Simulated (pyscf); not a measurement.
Optimised with ωB97X-D3(BJ)/def2-SVP in PySCF.

Problem. H₃C–SH (SMILES CS) + H• (SMILES [H]) → H₃C–S• (SMILES C[S]) + H₂ (SMILES [H][H])
Surface: doublet. Broken: H–S. Formed: H–H. Give ΔE‡ and ΔE from ωB97M-D3(BJ)/def2-TZVP, relative to the separated reactants.

Solution. ΔE‡ = 3.3 kcal/mol, ΔE = -16.6 kcal/mol. Zero-point energy shifts the barrier by -0.7 kcal/mol. It is a hydrogen abstraction, with an imaginary mode of 860i cm⁻¹. One saddle was located; it need not be the lowest between these sides. The angle at the transferred H is 170°.
